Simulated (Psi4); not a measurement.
isobutane (C$_{4}$H$_{10}$), singlet, at a GFN2-xTB geometry; HF/6-31G (Psi4 1.11).

Input for Psi4:
```
memory 2 GB

molecule mol {
0 1
C    -0.001952   -0.000610    0.384811
H    -0.007510   -0.002348    1.480948
C    -0.001231    1.447905   -0.097154
H     0.004244    1.484092   -1.184729
H    -0.885739    1.971545    0.258862
H     0.878370    1.973646    0.267812
C     1.255143   -0.722223   -0.094223
H     1.290525   -0.737695   -1.181728
H     2.148630   -0.220467    0.270776
H     1.268406   -1.749298    0.263888
C    -1.252399   -0.725209   -0.106944
H    -1.276709   -0.740752   -1.194752
H    -1.266850   -1.752316    0.251026
H    -2.150735   -0.225585    0.248964
}

set {
  basis 6-31g
  reference rhf
}

energy('scf')
print_variables()
```

Predict the main parts of the log of this Psi4 run.


```
   => Loading Basis Set <=

    Name: 6-31G
    Role: ORBITAL
    Keyword: BASIS

         ---------------------------------------------------------
                                   SCF
               by Justin Turney, Rob Parrish, Andy Simmonett
                          and Daniel G. A. Smith
                              RHF Reference
         ---------------------------------------------------------

  ==> Geometry <==

    Molecular point group: c1
    Full point group: C1

    Geometry (in Angstrom), charge = 0, multiplicity = 1:

       Center              X                  Y                   Z               Mass
    ------------   -----------------  -----------------  -----------------  -----------------
         C           -0.001906967574    -0.000595957431     0.375945610122    12.000000000000
         H           -0.007464967574    -0.002333957431     1.472082610122     1.007825032230
         C           -0.001185967574     1.447919042569    -0.106019389878    12.000000000000
         H            0.004289032426     1.484106042569    -1.193594389878     1.007825032230
         H           -0.885693967574     1.971559042569     0.249996610122     1.007825032230
         H            0.878415032426     1.973660042569     0.258946610122     1.007825032230
         C            1.255188032426    -0.722208957431    -0.103088389878    12.000000000000
         H            1.290570032426    -0.737680957431    -1.190593389878     1.007825032230
         H            2.148675032426    -0.220452957431     0.261910610122     1.007825032230
         H            1.268451032426    -1.749283957431     0.255022610122     1.007825032230
         C           -1.252353967574    -0.725194957431    -0.115809389878    12.000000000000
         H           -1.276663967574    -0.740737957431    -1.203617389878     1.007825032230
         H           -1.266804967574    -1.752301957431     0.242160610122     1.007825032230
         H           -2.150689967574    -0.225570957431     0.240098610122     1.007825032230

  Running in c1 symmetry.

  Rotational constants: A =      0.26266  B =      0.26266  C =      0.15278 [cm^-1]
  Rotational constants: A =   7874.41353  B =   7874.41001  C =   4580.11803 [MHz]
  Nuclear repulsion =  135.217545240962295

  Charge       = 0
  Multiplicity = 1
  Electrons    = 34
  Nalpha       = 17
  Nbeta        = 17

  ==> Algorithm <==

  SCF Algorithm Type is DF.
  DIIS enabled.
  MOM disabled.
  Fractional occupation disabled.
[...]
    Total      56      56
   -------------------------

  ==> Iterations <==

                           Total Energy        Delta E     RMS |[F,P]|

   @DF-RHF iter SAD:  -156.54032296073086   -1.56540e+02   0.00000e+00
   @DF-RHF iter   1:  -157.12985713725968   -5.89534e-01   7.11527e-03 ADIIS/DIIS
   @DF-RHF iter   2:  -157.22040750951408   -9.05504e-02   2.86955e-03 ADIIS/DIIS
   @DF-RHF iter   3:  -157.23417805902352   -1.37705e-02   4.93328e-04 ADIIS/DIIS
   @DF-RHF iter   4:  -157.23491054433885   -7.32485e-04   8.73554e-05 DIIS
   @DF-RHF iter   5:  -157.23492709533548   -1.65510e-05   2.28384e-05 DIIS
   @DF-RHF iter   6:  -157.23492841657662   -1.32124e-06   2.19442e-06 DIIS
   @DF-RHF iter   7:  -157.23492843597461   -1.93980e-08   4.83543e-07 DIIS
  Energy and wave function converged.

  ==> Post-Iterations <==

    Orbital Energies [Eh]
    ---------------------

    Doubly Occupied:

[...]
    Virtual:

[...]
    Final Occupation by Irrep:
              A
    DOCC [    17 ]
    NA   [    17 ]
    NB   [    17 ]

  @DF-RHF Final Energy:  -157.23492843597461

   => Energetics <=

    Nuclear Repulsion Energy =            135.2175452409622949
    One-Electron Energy =                -478.2525673440933929
    Two-Electron Energy =                 185.8000936671564887
    Total Energy =                       -157.2349284359746093

Computation Completed

Properties will be evaluated at   0.000000,   0.000000,   0.000000 [a0]

Properties computed using the SCF density matrix

 Multipole Moments:

 ------------------------------------------------------------------------------------
     Multipole            Electronic (a.u.)      Nuclear  (a.u.)        Total (a.u.)
 ------------------------------------------------------------------------------------

 L = 1.  Multiply by 2.5417464519 to convert [e a0] to [Debye]
 Dipole X            :         -0.0030672            0.0028896           -0.0001776
 Dipole Y            :         -0.0009578            0.0009022           -0.0000556
 Dipole Z            :          0.6045349           -0.5695942            0.0349408
 Magnitude           :                                                    0.0349412

 ------------------------------------------------------------------------------------

  Variable Map:
  ----------------------------------------------------------------------------
[...]
  Array Variable Map:
  ----------------------------------------------------------------------------
[...]
[...]
```
